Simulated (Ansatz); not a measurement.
Reaction: C2H3O (SMILES [CH2]C=O, doublet) → C2H3O (SMILES [CH]1CO1, doublet)
Each species at its own B3LYP-D3(BJ)/def2-TZVP minimum (Ansatz, an electronic-structure program).

Total energies in hartree (Ansatz). Open shells are spin-unrestricted; no spin-orbit coupling. Cores are frozen in correlated methods. No relativity. The UHF reference of C2H3O ([CH2]C=O, doublet) is spin-contaminated (<S^2> up to 0.18 over the pure value in the sets run).

```tsv
species	HF/cc-pVTZ	CCSD(T)/cc-pVTZ	HF/cc-pVQZ	CCSD(T)/cc-pVQZ	CCSD(T)/cc-pVDZ	CCSDT(Q)/cc-pVDZ
1: C2H3O (SMILES [CH2]C=O, doublet)	-152.35765	-152.92440	-152.36872	-152.97016	-152.77223	-152.77487
2: C2H3O (SMILES [CH]1CO1, doublet)	-152.28576	-152.86892	-152.29691	-152.91485	-152.71299	-152.71507
```

Question: Work out the isomerisation energy (electronic) in kJ/mol: take Hartree-Fock from cc-pVQZ, extrapolate the CCSD(T) correlation energy as X^-3 (X = 3, 4), and add CCSDT(Q) - CCSD(T) in cc-pVDZ. 1 hartree = 2625.5 kJ/mol.

Answer: 
Species 1: correlation (64·(-0.60144) - 27·(-0.56675))/37 = -0.62675; step -0.00264; E1 = -152.36872 + (-0.62675) + (-0.00264) = -152.99811
Species 2: correlation (64·(-0.61794) - 27·(-0.58316))/37 = -0.64332; step -0.00208; E2 = -152.29691 + (-0.64332) + (-0.00208) = -152.94231
-1·E1 +1·E2 = 0.05580 hartree = 146.5 kJ/mol.
